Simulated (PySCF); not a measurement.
# Shapes and spin states of B₂H₂

Method: PBE0/[B def2-TZVP, H def2-TZVP], no relativity, density fitting, PySCF.

Relaxations began from a few typed shapes and spin states; open shells are unrestricted. The search is not exhaustive: other isomers or separated fragments can lie lower, and high-lying points may rest on an excited occupation.

| spin | group | bonds | angles | imaginary modes (cm⁻¹) | ΔE (kJ/mol) | ΔE with ZPE (kJ/mol) |
| --- | --- | --- | --- | --- | --- | --- |
| triplet | D∞h | B–B 1.510 Å, B–H 1.177 Å (×2) | B–B–H 180.0° (×2) | none | 0.0 | 0.0 |
| broken-symmetry Ms = 0 (⟨S²⟩ 1.01) | D∞h | B–B 1.512 Å, B–H 1.177 Å (×2) | B–B–H 180.0° (×2) | none | 24.6 | 25.1 |
| singlet (closed shell, unstable to spin polarisation) | D∞h | B–B 1.525 Å, B–H 1.176 Å (×2) | B–B–H 180.0° (×2) | none | 106.3 | 106.0 |
| triplet | C2v | B–B 1.585 Å, B–H 1.197 Å (×2) | B–B–H 118.9° (×2), H–B–H 122.2° | none | 116.6 | 111.9 |
| singlet (closed shell, unstable to spin polarisation) | C2v | B–H 1.381 Å (×4) | B–H–B 66.9° (×2), H–B–H 80.8° (×2) | none | 245.6 | 238.7 |
| triplet | C2v | B–H 1.335 Å (×4) | B–H–B 76.9° (×2), H–B–H 97.9° (×2) | 1058i | 290.5 | – |
| triplet | D2h | B–H 1.323 Å (×4) | B–H–B 78.8° (×2), H–B–H 101.2° (×2) | 456i | 293.2 | – |
| singlet (closed shell, unstable to spin polarisation) | D2h | B–H 1.306 Å (×4) | B–H–B 71.9° (×2), H–B–H 108.1° (×2) | 1253i | 350.2 | – |

The lowest minimum found is the triplet D∞h: B–B 1.510 Å, B–H 1.177 Å (×2); B–B–H 180.0° (×2).

The electron or spin density has lower symmetry than the nuclear frame for the broken-symmetry Ms = 0 (⟨S²⟩ 1.01) D∞h at 24.6 kJ/mol, singlet (closed shell, unstable to spin polarisation) D∞h at 106.3 kJ/mol.
